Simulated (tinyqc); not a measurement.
Orbital energy against energy difference: ionisation energy by orbital energies and by energy differences in the 6-31g* basis, for NH3, spin multiplicity 1. Computed by the program tinyqc with PySCF. 

Geometry (angstrom):

| atom | x | y | z |
|---|---|---|---|
| N | 0.0000 | 0.0000 | 0.4980 |
| H | 0.8480 | 0.0000 | 0.0000 |
| H | -0.4240 | 0.7340 | 0.0000 |
| H | -0.4240 | -0.7340 | 0.0000 |

CCSD(T) difference in the same basis = 11.1222 eV

IP-EOM-CCSD = 11.0734 eV

The cation is unrestricted; errors are against CCSD(T) in this basis, not against experiment.

First vertical ionisation energy (eV):

| method | -e(HOMO) | E(cation) - E | error of -e(HOMO) | error of the difference |
|---|---|---|---|---|
| HF | 12.3590 | 10.173565 | 1.2368 | -0.9487 |
| LDA | 6.1276 | 11.708935 | -4.9946 | 0.5867 |
| PBE | 6.1171 | 11.477415 | -5.0052 | 0.3552 |
| B3LYP | 7.5833 | 11.551144 | -3.5389 | 0.4289 |
| PBE0 | 7.9266 | 11.441504 | -3.1956 | 0.3193 |
| CAM-B3LYP | 9.3995 | 11.538961 | -1.7227 | 0.4167 |
| LC-wPBE | 10.9240 | 11.533124 | -0.1982 | 0.4109 |

Koopmans errs by +1.24 eV and Delta-HF by -0.95 eV: relaxation, 2.19 eV, lowers the value and the missing correlation difference works against it. The PBE level is off by -5.0 eV through the wrong tail of its potential, though its energy difference is off by +0.36 eV; exact exchange deepens the level, and among the orbital energies LC-wPBE comes closest; among the differences PBE0 does.
